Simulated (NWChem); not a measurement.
Molecule: acetonitrile (C$_{2}$H$_{3}$N); SMILES CC#N

All runs: NWChem. Coordinates come from a PBE0/def2-SVP optimisation. Gas-phase geometry, NWChem's default radii.

COSMO at PBE/def2-SVP gives an electrostatic solvation energy of -4.78 kcal/mol for ε = 4.8. Its surface charges are scaled by f = (ε − 1)/ε.

**Question.** Estimate the value for ε = 78.4 from the scaling alone and compare it with a run.

**Answer.** 
1. f = 0.7917 and 0.9872; their ratio is 1.247.
2. With a rigid solute density the energy is proportional to f: -4.78 × 1.247 = -5.96 kcal/mol.
3. The run gives -6.27 kcal/mol, 0.31 lower; the difference is the response of the solute's density to the stronger field.
